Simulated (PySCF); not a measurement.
## Cost of excited-state runs on methoxyacetaldehyde (SMILES COCC=O)

Molfile (atoms numbered from 1):
```
C3H6O2
     RDKit          3D

 11 10  0  0  0  0  0  0  0  0999 V2000
   -0.1587   -1.0479    1.2702 C   0  0  0  0  0  0  0  0  0  0  0  0
    0.8312   -0.6109    0.3720 O   0  0  0  0  0  0  0  0  0  0  0  0
    0.5548    0.6547   -0.1488 C   0  0  0  0  0  0  0  0  0  0  0  0
   -0.5341    0.6309   -1.1980 C   0  0  0  0  0  0  0  0  0  0  0  0
   -1.1491    1.5980   -1.5478 O   0  0  0  0  0  0  0  0  0  0  0  0
   -0.2319   -0.3762    2.1357 H   0  0  0  0  0  0  0  0  0  0  0  0
    0.1279   -2.0416    1.6119 H   0  0  0  0  0  0  0  0  0  0  0  0
   -1.1474   -1.1090    0.7959 H   0  0  0  0  0  0  0  0  0  0  0  0
    1.4662    1.0083   -0.6447 H   0  0  0  0  0  0  0  0  0  0  0  0
    0.2937    1.3863    0.6285 H   0  0  0  0  0  0  0  0  0  0  0  0
   -0.7040   -0.3702   -1.6544 H   0  0  0  0  0  0  0  0  0  0  0  0
  1  2  1  0
  2  3  1  0
  3  4  1  0
  4  5  2  0
  1  6  1  0
  1  7  1  0
  1  8  1  0
  3  9  1  0
  3 10  1  0
  4 11  1  0
M  END
```

PySCF with density fitting, on 1 thread of an Arm Neoverse V1, shared host. Command: `OMP_NUM_THREADS=1 python excited_run.py task.json out`

Problem. How long does each of these runs take, and how much memory?
- first hyperpolarisability, CAM-B3LYP/def2-TZVPD; usual settings
- excited states, CAM-B3LYP/def2-TZVPD; Tamm-Dancoff; spin-orbit couplings; 6 states; 5 triplets; quadratic response for 4 states
- excited states, CAM-B3LYP/def2-TZVPD; two-photon moments; 8 states; quadratic response for 6 states; 0 triplets

Solution. 
```
                      run                 level  basis functions  wall time  peak memory (GiB)
first hyperpolarisability  CAM-B3LYP/def2-TZVPD              245       35 s               0.85
           excited states  CAM-B3LYP/def2-TZVPD              245       38 s               0.84
           excited states  CAM-B3LYP/def2-TZVPD              245       44 s               0.87
```
Times from a shared host are rough.
